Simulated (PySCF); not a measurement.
A thermochemical cycle for NH

MP2 in PySCF with def2-TZVPPD on every atom, for the lowest determinant that a PBE0 search found; no spin–orbit coupling. NH, a triplet (π ↑↑), has De = 3.35 eV to neutral atoms, and NH⁺, a quartet (σ ↑, π ↑↑), has De = 3.68 eV to H⁺ + N.

At the same level the H atom ionises at 13.59 eV.

Task: What is the adiabatic ionisation energy of the molecule, and does ionisation strengthen or weaken the bond?

Result: IE = IE(H) + De(neutral) − De(ion) = 13.59 + 3.35 − 3.68 = 13.26 eV. De changes by +0.33 eV, so ionisation strengthens the bond.

Correlated steps freeze 1 core orbital. For an ion De counts to the pair picked by the measured ionisation energies or electron affinities, which need not be the lowest pair at this level. States were picked by a PBE0 search and need not be the measured ground states.
